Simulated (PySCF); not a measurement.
PySCF input for C2H5O, SMILES CC[O] (connectivity only; charge and spin as stated), charge -1, multiplicity 1, ωB97X-D3(BJ)/def2-SVPD. Geometry optimised at ωB97X-D3(BJ)/def2-SVPD. The multiplicity is an assumed one; other spin states were not compared. The isomer is the one that the SMILES or the coordinates give; other isomers of the formula were not compared.

```python
import numpy as np
from pyscf import gto, scf, dft, df
from pyscf.hessian import thermo

mol = gto.M(
    atom='''
    C    -0.20565541   -1.17912697    0.00000000
    C     0.48577680    0.21229458    0.00000000
    O    -0.36266859    1.24765689   -0.00000000
    H     0.52693743   -2.01279473   -0.00000001
    H    -0.85033143   -1.27023088   -0.89128989
    H    -0.85033143   -1.27023089    0.89128988
    H     1.19717290    0.18649785    0.89012113
    H     1.19717290    0.18649784   -0.89012113
    ''',
    basis='def2-SVPD',
    charge=-1,
    spin=0,
    max_memory=1600,
    verbose=3,
)
mf = dft.RKS(mol, xc='wb97x-d3bj').density_fit(auxbasis='def2-universal-jkfit')
mf.grids.level = 3
mf.conv_tol = 1e-11
mf.max_cycle = 100
mf.kernel()

# [left out here: the lines that compute and print the analytic Hessian (its translational invariance restored by hand, since the grid's response is missing), thermochemistry and intensities]
```

Log of the run:

```
converged SCF energy = -154.379935262073

WARN: DFTD3 does not support analytical Hessian, using finite difference


WARN: Mole.unit (angstrom) is changed to Bohr

Mode                                 0                   1                   2
Irrep
Freq [cm^-1]                      272.5488            434.2314            777.5548
Reduced mass [au]                   1.1329              2.6858              1.0861
Force const [Dyne/A]                0.0496              0.2984              0.3869
Char temp [K]                     392.1370            624.7623           1118.7282
Normal mode                   x     y     z       x     y     z       x     y     z
       0   C                -0.00  0.00 -0.00   -0.02  0.12 -0.00    0.00  0.00  0.05
       1   C                 0.00 -0.00  0.07    0.11  0.00 -0.00    0.00  0.00  0.06
       2   O                -0.00 -0.00 -0.06   -0.06 -0.14  0.00    0.00 -0.00 -0.02
       3   H                -0.00  0.00 -0.55   -0.25 -0.09  0.00    0.00  0.00 -0.18
       4   H                -0.35  0.29  0.23   -0.06  0.33  0.01    0.26  0.38 -0.18
       5   H                 0.35 -0.29  0.23   -0.06  0.33 -0.01   -0.26 -0.38 -0.18
       6   H                -0.10  0.01  0.15    0.11  0.06  0.00    0.31  0.24 -0.20
       7   H                 0.10 -0.01  0.15    0.11  0.06 -0.00   -0.31 -0.24 -0.20
Mode                                 3                   4                   5
Irrep
Freq [cm^-1]                      855.3702           1050.2886           1165.6198
Reduced mass [au]                   1.9981              2.2175              1.6760
Force const [Dyne/A]                0.8614              1.4412              1.3417
Char temp [K]                    1230.6873           1511.1314           1677.0674
Normal mode                   x     y     z       x     y     z       x     y     z
       0   C                -0.00 -0.16  0.00    0.13  0.02 -0.00   -0.00 -0.00 -0.09
       1   C                 0.08  0.08  0.00   -0.09 -0.13  0.00    0.00  0.00  0.16
       2   O                -0.03  0.06 -0.00   -0.01  0.06 -0.00    0.00 -0.00 -0.05
       3   H                -0.36 -0.48 -0.00   -0.17 -0.24  0.00    0.00  0.00  0.15
       4   H                -0.08  0.06  0.03    0.04  0.37  0.03   -0.18 -0.22  0.07
       5   H                -0.08  0.06 -0.03    0.04  0.37 -0.03    0.18  0.22  0.07
       6   H                 0.05  0.18  0.00   -0.12 -0.08 -0.00    0.38 -0.11 -0.15
       7   H                 0.05  0.18 -0.00   -0.12 -0.08  0.00   -0.38  0.11 -0.15
Mode                                 6                   7                   8
Irrep
Freq [cm^-1]                     1227.2914           1269.4800           1323.4441
Reduced mass [au]                   4.1582              1.0854              1.3198
Force const [Dyne/A]                3.6902              1.0306              1.3620
Char temp [K]                    1765.7990           1826.4991           1904.1414
Normal mode                   x     y     z       x     y     z       x     y     z
       0   C                -0.02  0.03 -0.00   -0.00 -0.00 -0.07    0.08  0.12 -0.00
       1   C                 0.15 -0.12  0.00   -0.00  0.00  0.01   -0.03  0.02  0.00
       2   O                -0.11  0.11 -0.00    0.00 -0.00  0.03    0.01 -0.02 -0.00
       3   H                 0.03  0.06  0.00    0.00  0.00  0.07   -0.42 -0.34 -0.00
       4   H                 0.03 -0.14 -0.02   -0.13 -0.15  0.04   -0.12 -0.41  0.17
       5   H                 0.03 -0.14  0.02    0.13  0.15  0.04   -0.12 -0.41 -0.17
       6   H                 0.12 -0.23 -0.04   -0.07  0.64  0.03   -0.02 -0.08 -0.01
       7   H                 0.12 -0.23  0.04    0.07 -0.64  0.03   -0.02 -0.08  0.01
Mode                                 9                  10                  11
Irrep
Freq [cm^-1]                     1380.2028           1437.3104           1455.1933
Reduced mass [au]                   1.3264              1.0473              1.0594
Force const [Dyne/A]                1.4887              1.2747              1.3218
Char temp [K]                    1985.8046           2067.9697           2093.6992
Normal mode                   x     y     z       x     y     z       x     y     z
       0   C                -0.03  0.04 -0.00   -0.00  0.00 -0.05   -0.03  0.02  0.00
       1   C                 0.00 -0.14  0.00   -0.00  0.00 -0.02    0.05  0.01 -0.00
       2   O                 0.01  0.02 -0.00    0.00 -0.00  0.00    0.01 -0.01  0.00
       3   H                -0.04  0.03  0.00   -0.00 -0.00  0.71   -0.17 -0.12 -0.00
       4   H                 0.05 -0.13 -0.03   -0.19  0.42  0.06    0.33 -0.06 -0.24
       5   H                 0.05 -0.13  0.03    0.19 -0.42  0.06    0.33 -0.06  0.24
       6   H                 0.02  0.59 -0.04   -0.03 -0.02  0.00   -0.41 -0.02  0.32
       7   H                 0.02  0.59  0.04    0.03  0.02  0.00   -0.41 -0.02 -0.32
Mode                                12                  13                  14
Irrep
Freq [cm^-1]                     1475.4084           2591.7695           2646.1448
Reduced mass [au]                   1.0911              1.0976              1.0473
Force const [Dyne/A]                1.3994              4.3439              4.3208
Char temp [K]                    2122.7843           3728.9793           3807.2133
Normal mode                   x     y     z       x     y     z       x     y     z
       0   C                 0.03 -0.01 -0.00   -0.00  0.00 -0.00   -0.00  0.00 -0.00
       1   C                 0.07 -0.02 -0.00    0.00  0.00  0.09    0.05  0.01 -0.00
       2   O                -0.00  0.00  0.00    0.00 -0.00 -0.00    0.01 -0.01 -0.00
       3   H                 0.22  0.16  0.00    0.00 -0.00  0.00    0.04 -0.02  0.00
       4   H                -0.39  0.02  0.29    0.02  0.00  0.02   -0.00  0.00 -0.00
       5   H                -0.39  0.02 -0.29   -0.02 -0.00  0.02   -0.00  0.00  0.00
       6   H                -0.32  0.07  0.27   -0.42 -0.02 -0.52   -0.39 -0.00 -0.57
       7   H                -0.32  0.07 -0.27    0.42  0.02 -0.52   -0.39 -0.00  0.57
Mode                                15                  16                  17
Irrep
Freq [cm^-1]                     2979.1959           3070.1964           3100.1109
Reduced mass [au]                   1.0425              1.0920              1.1041
Force const [Dyne/A]                5.4515              6.0647              6.2521
Char temp [K]                    4286.3995           4417.3291           4460.3694
Normal mode                   x     y     z       x     y     z       x     y     z
       0   C                -0.01  0.05  0.00   -0.08  0.02 -0.00   -0.00  0.00  0.09
       1   C                -0.00 -0.00 -0.00   -0.00  0.00 -0.00   -0.00  0.00  0.00
       2   O                -0.00  0.00  0.00    0.00  0.00 -0.00    0.00  0.00 -0.00
       3   H                 0.55 -0.61 -0.00    0.33 -0.37 -0.00    0.00 -0.00  0.01
       4   H                -0.22 -0.01 -0.30    0.32  0.05  0.48   -0.40 -0.05 -0.54
       5   H                -0.22 -0.01  0.30    0.32  0.05 -0.48    0.40  0.05 -0.54
       6   H                 0.02  0.00  0.02    0.01 -0.00  0.01   -0.01  0.00 -0.02
       7   H                 0.02  0.00 -0.02    0.01 -0.00 -0.01    0.01 -0.00 -0.02
temperature 298.1500 [K]
pressure 101325.00 [Pa]
Rotational constants [GHz] 38.31905 9.64042 8.53479
Symmetry number 1
Zero-point energy (ZPE) 0.06495 [Eh]   170535.814 [J/mol]
                           tot       elec      trans        rot        vib
Entropy [J/mol/K]       261.867      0.000    156.238     92.671     12.958
Cv [J/mol/K]             49.177      0.000     12.472     12.472     24.233
Cp [J/mol/K]             57.491      0.000     20.786     12.472     24.233
Internal energy [J/mol]                      3718.434   3718.434 173149.216
Internal energy [Eh]   -154.31115  -154.37994
Enthalpy [J/mol]                             6197.391   3718.434 173149.216
Enthalpy [Eh]          -154.31021
Gibbs free energy [J/mol]                  -40385.038 -23911.506 169285.824
Gibbs free energy [Eh] -154.33995
static polarisability / bohr^3: [[47.754 -2.503  0.   ]
 [-2.488 52.253  0.   ]
 [-0.     0.    41.667]]
largest difference of analytic and finite-field dipole derivatives / e: 0.0014460903447719442
mode   freq/cm-1   IR/(km/mol)   Raman/(A^4/amu)   depolarisation
   1      272.55         1.183             0.099            0.750
   2      434.23         9.096             0.708            0.484
   3      777.55         0.755             2.688            0.750
   4      855.37        12.223            16.038            0.721
   5     1050.29        62.228            14.203            0.155
   6     1165.62         1.215             2.211            0.750
   7     1227.29       258.794            15.987            0.391
   8     1269.48         4.772             9.769            0.750
   9     1323.44         7.360             3.771            0.126
  10     1380.20       120.042             4.675            0.048
  11     1437.31         1.962             5.223            0.750
  12     1455.19        19.458            23.687            0.745
  13     1475.41        15.133             3.352            0.554
  14     2591.77       414.131           385.470            0.750
  15     2646.14       533.341           305.464            0.194
  16     2979.20       113.939           199.622            0.050
  17     3070.20        89.807            78.373            0.588
  18     3100.11        76.271            57.993            0.750
max |gradient| / (hartree/bohr): 4.323127189596827e-05
APT charges: [-0.0026  0.9452 -1.1671 -0.1048 -0.0592 -0.0592 -0.2761 -0.2761]
```

The run converged.
